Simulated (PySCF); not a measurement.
## Computed NMR parameters against published values

Geometry:
```json
{"atom": "C1", "x (Å)": "-1.945", "y (Å)": "0.133", "z (Å)": "-0.305"}
{"atom": "C2", "x (Å)": "-0.474", "y (Å)": "-0.025", "z (Å)": "-0.650"}
{"atom": "C3", "x (Å)": "0.419", "y (Å)": "0.025", "z (Å)": "0.581"}
{"atom": "C4", "x (Å)": "1.876", "y (Å)": "-0.139", "z (Å)": "0.221"}
{"atom": "Cl5", "x (Å)": "2.929", "y (Å)": "-0.060", "z (Å)": "1.661"}
{"atom": "H6", "x (Å)": "-2.280", "y (Å)": "-0.665", "z (Å)": "0.362"}
{"atom": "H7", "x (Å)": "-2.570", "y (Å)": "0.105", "z (Å)": "-1.200"}
{"atom": "H8", "x (Å)": "-2.130", "y (Å)": "1.085", "z (Å)": "0.201"}
{"atom": "H9", "x (Å)": "-0.319", "y (Å)": "-0.974", "z (Å)": "-1.175"}
{"atom": "H10", "x (Å)": "-0.173", "y (Å)": "0.763", "z (Å)": "-1.350"}
{"atom": "H11", "x (Å)": "0.132", "y (Å)": "-0.763", "z (Å)": "1.284"}
{"atom": "H12", "x (Å)": "0.283", "y (Å)": "0.976", "z (Å)": "1.104"}
{"atom": "H13", "x (Å)": "2.213", "y (Å)": "0.649", "z (Å)": "-0.453"}
{"atom": "H14", "x (Å)": "2.067", "y (Å)": "-1.104", "z (Å)": "-0.249"}
```

Measured values that the calculation should reproduce: δ ¹H H13/H14 3.42; H11/H12 1.68; H9/H10 1.41; H6/H7/H8 0.92 ppm (measured; solution, not stated per compound (mostly CDCl3 or CCl4); Pretsch, Buehlmann, Badertscher, Structure Determination of Organic Compounds, 4th ed. (2009)).

Theoretical values (PySCF 2.14): PBE0-D3(BJ)/def2-TZVP structure, σ from GIAO-B97-2/pcSseg-2. Non-relativistic Hamiltonian, averaged over atoms made equivalent by symmetry, fast rotation or ring inversion, isolated molecule, a single conformation.

(1) What does the calculation give, and how does it compare?

(2) How far are the unscaled ¹H shifts from the references?

Results:

(1) 
Reference values: measured (solution, not stated per compound (mostly CDCl3 or CCl4); Pretsch, Buehlmann, Badertscher, Structure Determination of Organic Compounds, 4th ed. (2009)).
```tsv
atoms	quantity	reference	computed	computed, scaled
H13/H14	δ ¹H	3.42	3.38	3.32
H11/H12	δ ¹H	1.68	1.68	1.72
H9/H10	δ ¹H	1.41	1.23	1.30
H6/H7/H8	δ ¹H	0.92	1.02	1.10
```

Computed shifts are σ(ref) − σ with the named reference compound (TMS for H and C) calculated as an isolated molecule at the same level. The measured values may be among those fitted. Scaled to experiment by linear calibration (H and C: mostly CDCl3 data, vs TMS): ¹H: δ = 29.81 − 0.938σ (rms 0.14 ppm, 293 shifts, 0.16 ppm with the 4 outliers that the fit left out). A few per cent of atoms miss by over 2 rms, more outside the fitted compound classes.

(2) Mean signed difference -0.03 ppm, mean absolute 0.08 ppm over 4 comparisons; the largest is -0.18 ppm at H9/H10 (hydrogen on an sp3 CH2).

4 of the 5 published NMR values on file for this molecule are compared. The rest: 1 that an audit found false.
